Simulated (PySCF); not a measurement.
# C2⁻: basis, grid and Hamiltonian

Which parts of the numerical set-up matter for C2⁻? Each run edits the base script.

Computed with PySCF 2.14.0. Level: method and basis as typed in the scripts.

1 further run of the same task is left out (it didn't finish).

## 1. Starting geometry

C2⁻: 2 atoms, charge -1, spin multiplicity 2.

Bond lengths: C1–C2 1.300 Å.

## 2. The run that the others are compared with

input.py

```python
from pyscf import gto, scf

mol = gto.M(
    atom='C 0 0 0; C 0 0 1.3',
    basis='cc-pvtz',
    charge=-1,
    spin=1,
    verbose=4,
)
mf = scf.UHF(mol)
mf.kernel()
mf.stability(internal=True, external=True)
mf.dip_moment()
print('orbital energies (hartree):', [e[max(0, n-3):n+3].round(4) for e, n in zip(mf.mo_energy, mol.nelec)])
```

Started as:

```
$ OMP_NUM_THREADS=1 python input.py
```

Its log is not repeated here.

It gives: E(SCF) = -75.557587 Eh, 9 cycles, ⟨S²⟩ = 0.768, internal unstable; real -> complex unstable; UHF/UKS -> GHF/GKS unstable.

The bond length is a typed value, not an optimised one. The dipole of an ion depends on the origin. A lower solution of the same kind exists, so this energy is an upper bound.

## 3. Cartesian functions on

Run 1 changes Cartesian functions: off → on.

input.py

```python
from pyscf import gto, scf

mol = gto.M(
    atom='C 0 0 0; C 0 0 1.3',
    basis='cc-pvtz',
    charge=-1,
    spin=1,
    cart=True,
    verbose=4,
)
mf = scf.UHF(mol)
mf.kernel()
mf.stability(internal=True, external=True)
mf.dip_moment()
print('orbital energies (hartree):', [e[max(0, n-3):n+3].round(4) for e, n in zip(mf.mo_energy, mol.nelec)])
```

Started as:

```
$ OMP_NUM_THREADS=1 python input.py
```

## 4. Spin-free X2C on

Run 2 changes spin-free X2C: off → on.

Changes to input.py since step 2:

```diff
@@ -10,2 +10,3 @@
 mf = scf.UHF(mol)
+mf = mf.sfx2c1e()
 mf.kernel()
```

## 5. Jorge-dzp-dkh (X2C on)

Run 3 changes basis set: cc-pvtz → jorge-dzp-dkh; spin-free X2C: off → on.

Changes to input.py since step 2:

```diff
@@ -4,3 +4,3 @@
     atom='C 0 0 0; C 0 0 1.3',
-    basis='cc-pvtz',
+    basis='jorge-dzp-dkh',
     charge=-1,
@@ -10,2 +10,3 @@
 mf = scf.UHF(mol)
+mf = mf.sfx2c1e()
 mf.kernel()
```

## 6. Cc-pcvdz

Run 4 changes basis set: cc-pvtz → cc-pcvdz.

Changes to input.py since step 2:

```diff
@@ -4,3 +4,3 @@
     atom='C 0 0 0; C 0 0 1.3',
-    basis='cc-pvtz',
+    basis='cc-pcvdz',
     charge=-1,
```

## 7. Lanl2dz

Run 5 changes basis set: cc-pvtz → lanl2dz.

Changes to input.py since step 2:

```diff
@@ -4,3 +4,3 @@
     atom='C 0 0 0; C 0 0 1.3',
-    basis='cc-pvtz',
+    basis='lanl2dz',
     charge=-1,
```

What does the calculation give? Wanted: for each run, E(SCF); from base; gap, α spin; after the SCF.

**Answer**, as computed:

```
                   run  E(SCF) (hartree)  from base (eV)  cycles  gap, α spin (eV)  functions                                            after the SCF
                  base        -75.557587               0       9             14.62         60  unstable: internal, real -> complex, UHF/UKS -> GHF/GKS
Cartesian functions on        -75.559298         -0.0466       9             14.56         70  unstable: internal, real -> complex, UHF/UKS -> GHF/GKS
      spin-free X2C on        -75.586119         -0.7764       9             14.62         60  unstable: internal, real -> complex, UHF/UKS -> GHF/GKS
jorge-dzp-dkh (X2C on)        -75.572762  not comparable       9             14.78         30  unstable: internal, real -> complex, UHF/UKS -> GHF/GKS
              cc-pcvdz        -75.535291         +0.6067       9             15.23         36  unstable: internal, real -> complex, UHF/UKS -> GHF/GKS
               lanl2dz        -75.513596         +1.1971       9             14.64         18  unstable: internal, real -> complex, UHF/UKS -> GHF/GKS
```

What this shows: Of the runs whose energies can be compared, “lanl2dz” moves the SCF energy most (+1.197 eV). Scalar relativity lowers the total energy by 0.78 eV, nearly all of it in the inner shells; a basis contracted without relativity catches only part of it. cc-pcvdz (36 functions) gives an energy 0.61 eV higher than cc-pvtz (60). lanl2dz (18 functions) gives an energy 1.20 eV higher than cc-pvtz (60).
